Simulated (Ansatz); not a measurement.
1T (CdI2-type) SnSe2 was calculated with PBEsol in Ansatz (plane waves, PAW).

Settings: plane-wave cutoff 500 eV, 12×12×8 k mesh (along the axes of the cell as run), Fermi–Dirac smearing 0.05 eV, scalar-relativistic PAW data made under PBE.

Computed at the level's own relaxed cell.

Estimate the equilibrium volume per atom, lattice constant a, c axis length and band gap that the calculation returns.


- equilibrium volume per atom: 25.90 Å³/atom
- lattice constant a: 3.818 Å
- c axis length: 6.156 Å
- band gap: 0.51 eV (on the SCF k mesh)

Measured, for comparison: band gap 0.98 eV (temperature not stated, not corrected to a static lattice, indirect, our sources range from 0.98 to 1.06; as tabulated in Gonzalez and Oleynik (2016), arXiv:1609.04381); lattice parameter c 6.14 Å (temperature not stated, not corrected to a static lattice; as tabulated in Gonzalez and Oleynik (2016), arXiv:1609.04381). Computed (rounded) less measured: lattice parameter c +0.3 %.

Note: the cell comes from a level without a dispersion term, which matters for the spacing of layers, chains or molecules.

Spin–orbit coupling is not included.

It cost roughly 3 core-minutes of CPU time.

Ansatz is a quantum-chemistry and plane-wave program.
